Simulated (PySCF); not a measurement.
C2H3F2S: g tensor and hyperfine couplings

Species: C₂H₃F₂S (doublet state).
SMILES with atom numbers: `[CH3:1][S:2][C:3]([F:4])[F:5]` (hydrogens: H6, H7, H8 on C1)

Geometry (GFN2-xTB, Å), atoms numbered from 1 in this order:
```
atom  x, y, z in Å
C1    -1.2178    0.1053   -0.1014
S2     0.0573   -1.1793    0.0830
C3     1.4069   -0.1177    0.3543
F4     1.5776    0.8996   -0.5110
F5     2.5842   -0.7129    0.5638
H6    -1.3114    0.6518    0.8320
H7    -2.1438   -0.4097   -0.3322
H8    -0.9440    0.7722   -0.9129
```

The hyperfine couplings belong to this conformer and change with its torsions.

Theory: UKS B3LYP, pcH-1 on C F H S, non-relativistic, mean-field spin-orbit, GIAO in PySCF. Geometry: GFN2-xTB, one conformer, isolated molecule. Couplings are sensitive to structure, and on GFN2-xTB geometries they can be far from those on DFT ones. No stability test was run, so a lower SCF solution isn't excluded.

```
g1, g2, g3                      : 2.00168, 2.00488, 2.00693
g_iso                           : 2.00450
Form of g                       : rhombic: the two nearest values differ by 39 % of g3 − g1
⟨S²⟩                            : 0.7536 (exact 0.7500)
HOMO–LUMO gap, α and β orbitals : 5.80, 5.54 eV
```

Isotropic coupling and dipolar principal values T1 to T3, in MHz:

```
atom  isotope  a_iso  of which spin–orbit      T1      T2     T3  Mulliken spin population
  C1      13C   11.2                  0.0    -1.3    -0.4    1.8                      0.00
  S2      33S    8.7                 -0.2   -23.6   -18.0   41.6                      0.14
  C3      13C  463.3                  0.2   -70.6   -69.1  139.6                      0.74
  F4      19F  307.6                  2.4  -209.1  -191.5  400.6                      0.06
  F5      19F  200.8                  1.3  -199.0  -177.2  376.2                      0.05
  H6       1H    8.9                  0.0    -3.6    -2.5    6.1                      0.01
  H7       1H   -2.2                  0.0    -2.3    -1.5    3.8                      0.00
  H8       1H    1.7                  0.0    -3.2    -1.8    5.0                      0.00
```

Largest spin populations (Mulliken): C3 (+0.74) and S2 (+0.14). The angles at C3 add up to 342.3°, so it is pyramidal.

Under fast tumbling the dipolar parts average out, and these isotropic splittings remain: 2 × 19F (F4/F5, I = 1/2, 3 lines) with 9.06 mT and 3 × 1H (H6/H7/H8, I = 1/2, 4 lines) with 0.10 mT.

Nuclei that the bonding pattern makes equivalent are averaged, as if the motion that swaps them (rotation, inversion, ring flip) were fast. The three 1H nuclei of mean +2.8 MHz run from -2.2 to 8.9 MHz in the frozen geometry. The 19F value of +254.2 MHz is a mean of couplings from 200.8 to 307.6 MHz in this one geometry, not an average over conformers.

The 33S coupling of S2 (8.7 MHz) shows only in satellite lines or after enrichment, since that isotope makes up about 0.76 % of natural sulfur.

The 13C coupling of C3 (463.3 MHz) shows only in satellite lines or after enrichment, since that isotope makes up about 1.07 % of natural carbon.

Hardware: one thread, Arm Neoverse N1 (aarch64), shared host with 64 logical CPUs at a one-minute load of 37. Cost: 29 s wall (with the writing of density and orbital grids), 0.63 GiB resident at most.
